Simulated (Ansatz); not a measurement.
# BHP: the cost of one run

The runs use Ansatz 0.2.0, Gaussian basis; def2-QZVPP, core rule «outside noble gas», up to 6 orbitals frozen.

To be run: UHF; ROHF; CCSD(T) on UHF.

**1. What is computed**

The geometry is a PBE0/def2-TZVP stationary point (not a proven minimum) of the parent state, kept for this charge and spin.

3 atoms, charge 0, spin multiplicity 2.

Atoms are counted from 1 here; the program's logs count them from 0.

Bond lengths: B1–P2 1.858 Å, P2–H3 1.442 Å. Angles: B1–P2–H3 101.3°.

**2. UHF**

in.yaml reads:

```yaml
crystal:
  periodic: [false, false, false]
  atoms:
    - {symbol: B, position_ang: [0.000000, 0.086612, 1.392821]}
    - {symbol: P, position_ang: [0.000000, -0.072913, -0.458159]}
    - {symbol: H, position_ang: [0.000000, 1.311623, -0.860062]}
basis:
  gaussian: {orbitals: "def2-QZVPP.json"}
magnetization: {spin_polarized: true, initial_magnetization: 1}
hamiltonian: {xc: hf}
output: {orbitals: {seedname: orbitals}}
```

On the command line:

```bash
ansatz run in.yaml --threads 1 --pin off --events-out ev --progress --plain --max-ram 2393MiB
```

Q: Estimate wall time and peak memory on 1 thread of Arm Neoverse V1, shared host.

About 14 s, with a peak of 0.3 GiB.
